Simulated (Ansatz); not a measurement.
# C7H16: a ladder of functionals and wavefunction methods

One table from this session's results is given with a row withheld; the runs are named, their logs left out.

The runs use Ansatz 0.2.0, Gaussian basis; functionals in def2-TZVPP, the program's frozen cores in correlated methods.

The runs, in order: LDA (SPW92), PBE-D4, revPBE-D4, BLYP-D4, r2SCAN-D4, B97M-V, PBE0-D4, B3LYP-D4, r2SCANh-D4, r2SCAN0-D4, HSE06-D4, BHLYP-D4, CAM-B3LYP-D4, LC-ωPBE, ωB97X-V, ωB97M-V, B2PLYP, PBE-QIDH; CCSD(T)/def2-SVP; CCSD(T)/def2-TZVPP; MP2/def2-QZVPP; extrapolation to the limit; RPA on PBE.

1 further run of the same task is left out (it didn't finish).

## The geometry

The geometry comes from an earlier relaxation with PBE0-D4 in a triple-zeta def2 set; it is a stationary point, not always the lowest conformer.

23 atoms, charge 0, spin multiplicity 1.

Atoms are counted from 1 here; the program's logs count them from 0.

Bond lengths: C1–C2 1.520 Å, C1–H8 1.093 Å, C1–H9 1.092 Å, C1–H10 1.094 Å, C2–C3 1.528 Å, C2–H11 1.094 Å, C2–H12 1.096 Å, C3–C4 1.523 Å, C3–C5 1.540 Å, C3–H13 1.099 Å, C4–H14 1.094 Å, C4–H15 1.093 Å, C4–H16 1.092 Å, C5–C6 1.523 Å, C5–C7 1.523 Å, C5–H17 1.098 Å, C6–H18 1.093 Å, C6–H19 1.093 Å and more. Angles: C2–C1–H8 111.1°, C2–C1–H9 112.0°, C2–C1–H10 111.0°, H8–C1–H9 107.3°, H8–C1–H10 107.6°, H9–C1–H10 107.6°, C1–C2–C3 113.9°, C1–C2–H11 108.6°, C1–C2–H12 109.3°, C3–C2–H11 109.4°, C3–C2–H12 109.2°, H11–C2–H12 106.1°, C2–C3–C4 111.5°, C2–C3–C5 113.2°, C2–C3–H13 107.1°, C4–C3–C5 111.3°, C4–C3–H13 107.3°, C5–C3–H13 106.0° and more.

As a file:

```xyz
23
charge 0, multiplicity 1
C    -2.3502   -0.9226   -0.7619
C    -1.2608    0.0542   -0.3488
C     0.0732   -0.6125   -0.0138
C    -0.0256   -1.4509    1.2542
C     1.2467    0.3817    0.0628
C     1.6077    0.9485   -1.3036
C     1.0252    1.5086    1.0637
H    -3.2667   -0.3960   -1.0384
H    -2.6043   -1.6169    0.0422
H    -2.0364   -1.5170   -1.6252
H    -1.1137    0.7750   -1.1591
H    -1.6021    0.6339    0.5164
H     0.3096   -1.2971   -0.8410
H    -0.3208   -0.8417    2.1134
H     0.9340   -1.9184    1.4908
H    -0.7626   -2.2499    1.1530
H     2.1114   -0.2002    0.4087
H     1.7850    0.1514   -2.0309
H     2.5148    1.5556   -1.2445
H     0.8153    1.5907   -1.6979
H     0.7823    1.1333    2.0601
H     0.2128    2.1679    0.7456
H     1.9251    2.1222    1.1541
```

The first run:

Input file in.yaml:

```yaml
crystal:
  periodic: [false, false, false]
  atoms:
    - {symbol: C, position_ang: [-2.350210, -0.922556, -0.761876]}
    - {symbol: C, position_ang: [-1.260784, 0.054157, -0.348756]}
    - {symbol: C, position_ang: [0.073195, -0.612509, -0.013771]}
    - {symbol: C, position_ang: [-0.025609, -1.450869, 1.254194]}
    - {symbol: C, position_ang: [1.246711, 0.381655, 0.062781]}
    - {symbol: C, position_ang: [1.607739, 0.948485, -1.303640]}
    - {symbol: C, position_ang: [1.025150, 1.508633, 1.063659]}
    - {symbol: H, position_ang: [-3.266707, -0.396018, -1.038429]}
    - {symbol: H, position_ang: [-2.604328, -1.616897, 0.042226]}
    - {symbol: H, position_ang: [-2.036382, -1.516951, -1.625177]}
    - {symbol: H, position_ang: [-1.113728, 0.775042, -1.159070]}
    - {symbol: H, position_ang: [-1.602094, 0.633869, 0.516363]}
    - {symbol: H, position_ang: [0.309644, -1.297064, -0.840971]}
    - {symbol: H, position_ang: [-0.320843, -0.841675, 2.113442]}
    - {symbol: H, position_ang: [0.934041, -1.918353, 1.490773]}
    - {symbol: H, position_ang: [-0.762626, -2.249895, 1.152973]}
    - {symbol: H, position_ang: [2.111426, -0.200177, 0.408691]}
    - {symbol: H, position_ang: [1.785017, 0.151442, -2.030872]}
    - {symbol: H, position_ang: [2.514818, 1.555630, -1.244470]}
    - {symbol: H, position_ang: [0.815346, 1.590721, -1.697880]}
    - {symbol: H, position_ang: [0.782257, 1.133264, 2.060128]}
    - {symbol: H, position_ang: [0.212843, 2.167895, 0.745582]}
    - {symbol: H, position_ang: [1.925133, 2.122160, 1.154107]}
basis:
  gaussian: {orbitals: def2-TZVPP}
hamiltonian: {xc: lda}
output: {orbitals: {seedname: orbitals}}
```

Among the steps run: LDA; PBE-D4 (GGA); revPBE-D4 (GGA); BLYP-D4 (GGA); r2SCAN-D4 (meta-GGA); B97M-V (meta-GGA); PBE0-D4 (hybrid); B3LYP-D4 (hybrid); r2SCANh-D4 (hybrid); r2SCAN0-D4 (hybrid); HSE06-D4 (hybrid); BHLYP-D4 (hybrid); CAM-B3LYP-D4 (range-separated); LC-ωPBE-D4 (range-separated; the results give it without D4); ωB97X-V (range-separated); ωB97M-V (range-separated); B2PLYP (double hybrid); PBE-QIDH (double hybrid).

One of the session's tables, all rows but one given; the rest of the session is left out.

It belongs to the step «Frontier levels by functional». 

| functional | HOMO (eV) | LUMO (eV) | gap (eV) |
| --- | --- | --- | --- |
| LDA (SPW92) | -7.20 | 0.16 | 7.36 |
| PBE-D4 | -7.13 | 0.35 | 7.48 |
| revPBE-D4 | -7.09 | 0.45 | 7.54 |
| BLYP-D4 | -7.05 | 0.36 | 7.41 |
| r2SCAN-D4 | -7.38 | 1.05 | 8.44 |
| B97M-V | -7.55 | 0.46 | 8.00 |
| PBE0-D4 | ? | ? | ? |
| B3LYP-D4 | -8.27 | 0.82 | 9.10 |
| r2SCANh-D4 | -7.87 | 1.28 | 9.16 |
| r2SCAN0-D4 | -8.62 | 1.61 | 10.22 |
| HSE06-D4 | -8.05 | 0.77 | 8.83 |
| BHLYP-D4 | -9.75 | 1.75 | 11.50 |
| CAM-B3LYP-D4 | -9.86 | 1.91 | 11.77 |
| LC-ωPBE | -11.17 | 3.20 | 14.37 |
| ωB97X-V | -10.85 | 2.97 | 13.82 |
| ωB97M-V | -10.74 | 2.56 | 13.29 |

Q: Estimate the row for PBE0-D4 from the others.

**Answer.** HOMO (eV): -8.45; LUMO (eV): 1.14; gap (eV): 9.60. In the column «HOMO (eV)» it lies between r2SCAN0-D4 (-8.62) and B3LYP-D4 (-8.27).
